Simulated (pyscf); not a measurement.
Single points on ωB97X-D3(BJ)/def2-SVP structures (PySCF, gas phase). MP2 and CC: frozen core, UHF for open shells. ΔMP2 is the change of the MP2 total energy from the triple- to the quadruple-zeta basis.

Q: PBE/def2-TZVP puts the barrier of cyclic C₂H₄ClGa (SMILES [Cl][Ga]1[CH2][CH2]1) -> Cl–Ga [singlet] + H₂C=CH₂ (cycloreversion; singlet surface; C–Ga, C–Ga broken, none formed) at 97.9 kJ/mol and the reaction energy at -130.4 kJ/mol, from the reactant's lowest minimum found. What do r²SCAN/def2-TZVP, ωB97M-D3(BJ)/def2-TZVP, CCSD(T)/def2-TZVPP + ΔMP2(QZVPP) give on the same structures?

A: r²SCAN: ΔE‡ = 115.1 kJ/mol, ΔE = -115.2 kJ/mol; ωB97M-D3(BJ): ΔE‡ = 138.6 kJ/mol, ΔE = -145.8 kJ/mol; CCSD(T): ΔE‡ = 119.9 kJ/mol, ΔE = -124.4 kJ/mol. PBE's barrier lies under all of them, by 17.3 to 40.7 kJ/mol. Its reaction energy lies among theirs. On the product side the descent ends in a complex (not fully relaxed), 21.1 kJ/mol under the separated species and 297.0 kJ/mol under the saddle at ωB97X-D3(BJ)/def2-TZVP. At ωB97X-D3(BJ)/def2-TZVP the barrier from the zero used here is 158.1 kJ/mol. cyclic C₂H₄ClGa (SMILES [Cl][Ga]1[CH2][CH2]1) lies 125.0 kJ/mol over its isomer H₂C=CH–GaH–Cl (electronic energy, ωB97M-D3(BJ)/def2-TZVP). This is the saddle that the search found; another between the same sides may lie lower. One closed-shell reference is unstable to symmetry breaking; treat the single-reference values with care. The CCSD(T) − MP2 part came from Ansatz, without density fitting, on the same reference. The frozen core leaves the outer d or s,p core shells of the metals and heavy elements correlated in the MP2 and CC values, and def2-TZVPP describes them poorly, which can shift differences by a few kcal/mol. Elements up to Kr have no core potential and no relativistic terms here.
